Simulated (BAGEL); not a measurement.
# doublet C2HClFO: levels of theory compared

Wanted: a comparison of 3 runs (UHF/3-21G, ROHF/6-31G*, ROHF/def2-SVP) of doublet C2HClFO. 

The calculation is run with BAGEL 1.2.2.

1 further run of the same task is left out (it didn't finish).

## 1. The system as given

C2HClFO has 6 atoms, charge 0, and is taken as a doublet. As SMILES of the parent species, `[O-]/C=C(/F)Cl`. Geometry: relaxed at GFN2-xTB. That shape belongs to the parent species and isn't relaxed for this state.

Bond lengths: O1–C2 1.251 Å, C2–C3 1.352 Å, C3–F4 1.392 Å, C3–Cl5 1.741 Å, C2–H6 1.122 Å. Angles: O1–C2–C3 130.0°, C2–C3–F4 121.5°, C2–C3–Cl5 127.0°, F4–C3–Cl5 111.4°, O1–C2–H6 119.7°, C3–C2–H6 110.3°.

## 2. A single-point energy at UHF/3-21G (density fitting with qzvpp-jkfit) (run 1)

The input, hf.json:

```json
{ "bagel": [

{
  "title": "molecule",
  "basis": "3-21g",
  "df_basis": "qzvpp-jkfit",
  "angstrom": "true",
  "geometry": [
    { "atom": "O", "xyz": [   -1.548270,    0.513920,    0.843300 ] },
    { "atom": "C", "xyz": [   -0.405270,    0.040130,    0.657680 ] },
    { "atom": "C", "xyz": [    0.332050,   -0.033240,   -0.473730 ] },
    { "atom": "F", "xyz": [    1.595450,   -0.617830,   -0.482930 ] },
    { "atom": "Cl", "xyz": [   -0.137690,    0.491220,   -2.066060 ] },
    { "atom": "H", "xyz": [    0.163720,   -0.394190,    1.521740 ] }
  ]
},
{ "title": "uhf", "nopen": 1 },
{ "title": "print", "file": "orbitals.molden", "orbitals": "true" }

]}
```

Run with:

```bash
$ BAGEL_NUM_THREADS=1 BAGEL hf.json > hf.out
```

Log:

```text
* using 1 threads per process

  ===============================================================
  ===============================================================

  *** Geometry ***

  { "atom" : "O", "xyz" : [     -2.925806,      0.971168,      1.593606 ] },
  { "atom" : "C", "xyz" : [     -0.765849,      0.075835,      1.242835 ] },
  { "atom" : "C", "xyz" : [      0.627484,     -0.062814,     -0.895220 ] },
  { "atom" : "F", "xyz" : [      3.014964,     -1.167529,     -0.912605 ] },
  { "atom" : "Cl", "xyz" : [     -0.260196,      0.928271,     -3.904288 ] },
  { "atom" : "H", "xyz" : [      0.309386,     -0.744911,      2.875672 ] },

  Number of auxiliary basis functions:      450

  Since a DF basis is specified, we compute 2- and 3-index integrals:
    o Being stored without compression. Storage requirement is 0.009 GB

  Number of basis functions:       51
  Number of electrons      :       47

    * METHOD: MOLECULE                             0.37

  *** Open-shell HF ***

  === Nuclear Repulsion ===
   202.9156613094

      * DIIS with orbital gradients will be used.

  === UHF iteration (3-21g) ===
      0       -706.16753890          0.06344840           0.14
      1       -706.24313911          0.06114917           0.15
      2       -706.31331796          0.05033822           0.15
      3       -706.43947912          0.00312707           0.15
      4       -706.44572716          0.00212122           0.15
      5       -706.45045633          0.00177054           0.15
      6       -706.45567996          0.00114909           0.15
      7       -706.45793206          0.00059057           0.15
      8       -706.45836910          0.00020078           0.15
      9       -706.45839061          0.00007498           0.12
     10       -706.45839599          0.00004401           0.12
     11       -706.45839786          0.00001850           0.12
     12       -706.45839830          0.00000697           0.12
     13       -706.45839838          0.00000444           0.12
     14       -706.45839841          0.00000338           0.12
     15       -706.45839843          0.00000265           0.12
     16       -706.45839844          0.00000216           0.12
     17       -706.45839845          0.00000157           0.12
     18       -706.45839845          0.00000104           0.12
     19       -706.45839845          0.00000045           0.12
     20       -706.45839846          0.00000020           0.12
     21       -706.45839846          0.00000013           0.12
     22       -706.45839846          0.00000008           0.14
     23       -706.45839846          0.00000004           0.14
     24       -706.45839846          0.00000003           0.14
     25       -706.45839846          0.00000003           0.14
     26       -706.45839846          0.00000002           0.15
     27       -706.45839846          0.00000001           0.14
    * SCF iteration converged.

    * S^2 (UHF) is 0.9616

    * Permanent dipole moment:
           (   -0.273452,     0.170402,    -0.261384) a.u.

    * METHOD: UHF                                  4.00

    * METHOD: PRINT                                0.01

  ===============================================================
```

Wall time 5.1 s (1 thread of Intel Xeon at 2.50GHz (Skylake/Cascade Lake), shared host).

## 3. The energy at ROHF/6-31G(d) (density fitting with qzvpp-jkfit, spherical functions) (run 2)

The input, input.json:

```json
{ "bagel": [

{
  "title": "molecule",
  "basis": "6-31gs.json",
  "df_basis": "qzvpp-jkfit",
  "angstrom": true,
  "geometry": [
    { "atom": "O", "xyz": [      -1.548270,       0.513920,       0.843300 ] },
    { "atom": "C", "xyz": [      -0.405270,       0.040130,       0.657680 ] },
    { "atom": "C", "xyz": [       0.332050,      -0.033240,      -0.473730 ] },
    { "atom": "F", "xyz": [       1.595450,      -0.617830,      -0.482930 ] },
    { "atom": "Cl", "xyz": [      -0.137690,       0.491220,      -2.066060 ] },
    { "atom": "H", "xyz": [       0.163720,      -0.394190,       1.521740 ] }
  ]
},

{ "title": "rohf", "nopen": 1 },

{ "title": "print", "file": "orbitals.molden", "orbitals": true }

]}
```

The basis set 6-31G* is read from a file made from the Basis Set Exchange's data (not shown).

Run with:

```bash
$ BAGEL_NUM_THREADS=1 BAGEL input.json > input.out
```

Log:

```text
* using 1 threads per process

  ===============================================================
  ===============================================================

  *** Geometry ***

  { "atom" : "O", "xyz" : [     -2.925806,      0.971168,      1.593606 ] },
  { "atom" : "C", "xyz" : [     -0.765849,      0.075835,      1.242835 ] },
  { "atom" : "C", "xyz" : [      0.627484,     -0.062814,     -0.895220 ] },
  { "atom" : "F", "xyz" : [      3.014964,     -1.167529,     -0.912605 ] },
  { "atom" : "Cl", "xyz" : [     -0.260196,      0.928271,     -3.904288 ] },
  { "atom" : "H", "xyz" : [      0.309386,     -0.744911,      2.875672 ] },

  Number of auxiliary basis functions:      450

  Since a DF basis is specified, we compute 2- and 3-index integrals:
    o Being stored without compression. Storage requirement is 0.021 GB

  Number of basis functions:       76
  Number of electrons      :       47

    * METHOD: MOLECULE                             0.47

  *** Open-shell HF ***

  === Nuclear Repulsion ===
   202.9156613094

      * DIIS with orbital gradients will be used.

  === ROHF iteration (6-31gs.json) ===
      0       -709.68988385          0.05123755           0.16
      1       -709.75187068          0.05081177           0.16
      2       -709.81760482          0.04254265           0.21
      3       -710.00027913          0.00231878           0.22
      4       -710.00134438          0.00126034           0.22
      5       -710.00188765          0.00063125           0.22
      6       -710.00216512          0.00032160           0.19
      7       -710.00231225          0.00022188           0.19
      8       -710.00239796          0.00015657           0.16
      9       -710.00242194          0.00007912           0.16
     10       -710.00247564          0.00002368           0.16
     11       -710.00251382          0.00001267           0.17
     12       -710.00251984          0.00000624           0.16
     13       -710.00251917          0.00000255           0.18
     14       -710.00251866          0.00000136           0.19
     15       -710.00251892          0.00000090           0.15
     16       -710.00251886          0.00000038           0.16
     17       -710.00251910          0.00000025           0.16
     18       -710.00251911          0.00000013           0.16
     19       -710.00251914          0.00000006           0.16
     20       -710.00251920          0.00000002           0.17
     21       -710.00251921          0.00000001           0.16
     22       -710.00251920          0.00000001           0.17
    * SCF iteration converged.

    * S^2 (ROHF) is 0.7500

    * Permanent dipole moment:
           (   -0.690823,     0.285718,     0.086874) a.u.

    * METHOD: ROHF                                 4.34

    * METHOD: PRINT                                0.01

  ===============================================================
```

It took 5.4 s on 1 thread of Intel Xeon at 2.50GHz (Skylake/Cascade Lake), shared host.

## 4. A single-point energy at ROHF/def2-SVP (density fitting with qzvpp-jkfit) (run 3)

input.json: that of step 3 with these lines changed.

```diff
@@ -4,5 +4,5 @@
   "title": "molecule",
-  "basis": "6-31gs.json",
+  "basis": "svp",
   "df_basis": "qzvpp-jkfit",
-  "angstrom": true,
+  "angstrom": "true",
   "geometry": [
@@ -17,5 +17,13 @@
 
-{ "title": "rohf", "nopen": 1 },
+{
+  "title": "rohf",
+  "charge": 0,
+  "nopen": 1
+},
 
-{ "title": "print", "file": "orbitals.molden", "orbitals": true }
+{
+  "title": "print",
+  "file": "orbitals.molden",
+  "orbitals": "true"
+}
```

Run with:

```bash
$ BAGEL_NUM_THREADS=1 BAGEL input.json > input.out
```

Log:

```text
* using 1 threads per process

  ===============================================================
  ===============================================================

  *** Geometry ***

  { "atom" : "O", "xyz" : [     -2.925806,      0.971168,      1.593606 ] },
  { "atom" : "C", "xyz" : [     -0.765849,      0.075835,      1.242835 ] },
  { "atom" : "C", "xyz" : [      0.627484,     -0.062814,     -0.895220 ] },
  { "atom" : "F", "xyz" : [      3.014964,     -1.167529,     -0.912605 ] },
  { "atom" : "Cl", "xyz" : [     -0.260196,      0.928271,     -3.904288 ] },
  { "atom" : "H", "xyz" : [      0.309386,     -0.744911,      2.875672 ] },

  Number of auxiliary basis functions:      450

  Since a DF basis is specified, we compute 2- and 3-index integrals:
    o Being stored without compression. Storage requirement is 0.022 GB

  Number of basis functions:       79
  Number of electrons      :       47

    * METHOD: MOLECULE                             0.41

  *** Open-shell HF ***

  === Nuclear Repulsion ===
   202.9156613094

      * DIIS with orbital gradients will be used.

  === ROHF iteration (svp) ===
      0       -709.40060470          0.04345025           0.24
      1       -709.47771656          0.04195372           0.20
      2       -709.53275292          0.03483662           0.23
      3       -709.67439712          0.00222486           0.25
      4       -709.67547358          0.00116979           0.23
      5       -709.67607209          0.00059776           0.23
      6       -709.67636809          0.00032145           0.23
      7       -709.67653447          0.00024763           0.23
      8       -709.67663453          0.00017996           0.24
      9       -709.67666063          0.00007586           0.24
     10       -709.67676173          0.00002537           0.26
     11       -709.67679884          0.00001222           0.25
     12       -709.67680826          0.00000632           0.25
     13       -709.67680461          0.00000215           0.21
     14       -709.67680507          0.00000092           0.20
     15       -709.67680536          0.00000057           0.22
     16       -709.67680531          0.00000026           0.22
     17       -709.67680546          0.00000014           0.23
     18       -709.67680550          0.00000005           0.24
     19       -709.67680556          0.00000002           0.27
     20       -709.67680558          0.00000001           0.24
    * SCF iteration converged.

    * S^2 (ROHF) is 0.7500

    * Permanent dipole moment:
           (   -0.653136,     0.260918,     0.125421) a.u.

    * METHOD: ROHF                                 5.27

    * METHOD: PRINT                                0.02

  ===============================================================
```

It took 6.3 s on 1 thread of Intel Xeon at 2.50GHz (Skylake/Cascade Lake), shared host.

## 5. The series

```csv
run,level,energy (Eh),dipole moment (D),⟨S²⟩,wall time
1,UHF/3-21G (density fitting with qzvpp-jkfit),-706.458398,1.05,0.962,5.1 s
2,"ROHF/6-31G* (density fitting with qzvpp-jkfit, spherical functions)",-710.002519,1.91,0.750,5.4 s
3,ROHF/def2-SVP (density fitting with qzvpp-jkfit),-709.676806,1.82,0.750,6.3 s
```

## 6. Results

```
            quantity          value
 run 3: total energy  -709.67681 Eh
run 3: dipole moment         1.82 D
         run 3: ⟨S²⟩          0.750
```

What this shows: The dipole moment (its size) runs from 1.05 D (UHF/3-21G) to 1.91 D (ROHF/6-31G*). The two ends differ in method and basis. Spin contamination of the reference: run 1 ⟨S²⟩ = 0.96. All runs together took 17 s, the longest 6.3 s.
